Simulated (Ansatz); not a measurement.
Input file:

```yaml
crystal:
  periodic: [false, false, false]
  atoms:
    - {symbol: B, position_ang: [0.000000, 0.000000, 0.000000]}
    - {symbol: Cl, position_ang: [0.000000, 0.000000, 2.172000]}
basis:
  gaussian: {orbitals: 6-31G}
total_charge: 1
magnetization: {spin_polarized: true, initial_magnetization: 1}
correlation: {method: ccsdtq, electrons: outside_noble_gas}
```

```sh
$ ansatz run in.yaml --threads 1 --pin off --events-out ev --progress --plain --max-ram 2393MiB
```

Log:

```
438 factors; integrals over basis functions are off by at most 1.3e-7 eV
mean field evaluation 1: about -13156.0611 eV, gradient 2.2e1 eV
mean field evaluation 2: about -13156.0955 eV, gradient 2.1e1 eV
mean field evaluation 4: about -13161.1829 eV, gradient 3.6e0 eV
mean field evaluation 8: about -13161.6592 eV, gradient 2.8e-1 eV
mean field evaluation 16: about -13157.2090 eV, gradient 2.4e1 eV
mean field evaluation 32: about -13158.5133 eV, gradient 5.7e-2 eV
mean field evaluation 64: about -13157.3324 eV, gradient 2.2e-6 eV
mean field evaluation 96: about -13157.7914 eV, gradient 3.0e0 eV
mean field evaluation 128: about -13161.3054 eV, gradient 3.6e-1 eV
mean field evaluation 160: about -13154.5388 eV, gradient 9.4e0 eV
...
cycle  22  -2.65253780 eV  change    1.2e-5 eV  update   3.0e-5
cycle  23  -2.65252373 eV  change    1.4e-5 eV  update   1.1e-5
cycle  24  -2.65251754 eV  change    6.2e-6 eV  update   1.4e-5
cycle  25  -2.65251879 eV  change   -1.3e-6 eV  update   6.3e-6
cycle  26  -2.65252043 eV  change   -1.6e-6 eV  update   4.0e-6
cycle  27  -2.65251879 eV  change    1.6e-6 eV  update   2.6e-6
cycle  28  -2.65251958 eV  change   -7.9e-7 eV  update   2.8e-6
cycle  29  -2.65251875 eV  change    8.4e-7 eV  update   2.5e-6
cycle  30  -2.65251846 eV  change    2.9e-7 eV  update   1.9e-6
cycle  31  -2.65251781 eV  change    6.5e-7 eV  update   5.2e-7
Total energy: -13164.31433059 eV, -483.7796285563 hartree
```

For the same geometry and basis full CI lies 2.4 meV higher.

Ran on 1 thread of AMD EPYC 7R43, shared host: 51 s wall, 0.31 GiB peak host memory.
